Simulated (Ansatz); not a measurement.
C2H5NO can be A, `COC=N`, or B, `CC(N)=O`.

Isolated molecules relaxed with PBE0-D4/def2-TZVP in Ansatz; ΔE leaves out vibrations. CBS: MP2 limit from def2 TZ/QZ plus the TZ coupled-cluster correction, frozen cores. DFT in def2-TZVPP. B3LYP here is the variant with VWN-RPA as its local correlation; programs differ in this. One conformer a species, not always the lowest.

(1) Which isomer does CCSD(T)/CBS put lower? Give the gap. (Estimate.)

(2) Give E(B) − E(A) in kJ/mol with HF/def2-TZVPP, BLYP-D4, CCSD(T)/def2-SVP, B2PLYP, B3LYP-D4, MP2/def2-TZVPP, PBE-D4. (Best estimate.)

(3) Does the order hold for the free energy at 298.15 K (harmonic terms from PBE0-D4)? (An estimate is asked.)

Largest T1 diagnostic: 0.014.

Results:

(1) The calculation gave: B, by 111.1 kJ/mol.

(2) The calculation gave: HF/def2-TZVPP -115.2, BLYP-D4 -110.9, CCSD(T)/def2-SVP -110.1, B2PLYP -114.2, B3LYP-D4 -114.2, MP2/def2-TZVPP -115.5, PBE-D4 -117.5. None reverses the order clearly.

(3) Computed: Yes: G(B) − G(A) = -118.9 kJ/mol, for one conformer each. Modes under 60 cm⁻¹, often nearly free rotors, make the harmonic entropy too high.

Leaving LDA and LC-ωPBE aside and taking each functional with its dispersion term where it has one, the values, not all of them listed here, spread over 10.7 kJ/mol, from r2SCAN0-D4 to BLYP-D4. LDA lies −3.0 kJ/mol from PBE without D4. From BLYP to BHLYP (50 % exact exchange), in def2-TZVPP and without D4, E(B) − E(A) moves by −5.5 kJ/mol.
